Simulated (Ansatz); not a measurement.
```xyz
3

N    -0.0095    0.4184   -0.3381
H     0.0353    1.3201    0.2001
O     0.0447   -0.5382    0.2870
```

RHF on singlet HNO was run in several spherical basis sets with Ansatz (development build ahead of 0.2.0). Caution for RHF: no unrestricted run beside it, a lower state can exist.

(1) Rank the basis sets by the total energy that they give, lowest first, with the distance from the lowest.
A. STO-3G
B. 6-31G
C. cc-pVDZ
D. aug-cc-pVDZ

Results:

(1) D (0.00 eV), C (0.33 eV), B (2.80 eV), A (48.14 eV).

Totals follow the description of the cores as much as that of the bonds, so this order isn't one of quality for chemistry.
